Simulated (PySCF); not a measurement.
# SMILES [H]/N=C\OC(C)=O, C$_{3}$H$_{5}$NO$_{2}$

Cartesian coordinates in Å; atom numbers follow the order of the lines, from 1:
```xyz
11

C    -1.8383   -0.2774   -0.1440
C    -0.5192    0.2792   -0.1020
O    -0.2172    1.4358    0.0547
O     0.4649   -0.6857   -0.2116
C     1.8412   -0.3315   -0.2497
N     2.4832    0.7526   -0.0807
H    -2.6519    0.5250   -0.3861
H    -1.8914   -1.1078   -0.9775
H    -2.0097   -0.6710    0.9780
H     2.3608   -1.2274   -0.6684
H     1.8924    1.6186    0.1117
```

Method: PySCF, GIAO BHandHLYP/pcSseg-1 magnetisability, rotational g tensor and spin-rotation constants, non-relativistic, gas phase. Geometry: GFN2-xTB, normal-mode sample at 300 K.

(1) Give the nuclear spin-rotation constants along the inertial axes (H = +C I·J) beside the isotropic shieldings.

## Answers

(1) Rotational constants 8.9131, 2.6415, 2.0733 GHz. A star marks the isotopologue with that one atom substituted, in its own axes.
```
atom  isotope  Caa (kHz)  Cbb (kHz)  Ccc (kHz)  mean (kHz)  σ (ppm)
  N6      14N      1.812      0.623      0.107       0.847    -45.2
  H7       1H     -0.230     -0.128     -0.177      -0.178     27.4
  H8       1H     -0.749     -0.055     -0.108      -0.304     27.2
  H9       1H     -0.656     -0.246      0.034      -0.289     26.5
 H10       1H     -0.530      0.089     -0.153      -0.198     24.4
 H11       1H     -0.365      0.236     -0.185      -0.105     20.4
  C1     13C*      1.388      0.401      0.378       0.722    152.5
  C2     13C*      4.688      1.006      0.575       2.090      0.5
  O3     17O*     -4.779     -1.792     -0.184      -2.252   -136.6
  O4     17O*     -2.547     -1.163     -0.325      -1.345     37.1
  C5     13C*      4.383      0.817      0.556       1.919     24.8
```
For the geometry as given, no vibrational averaging.
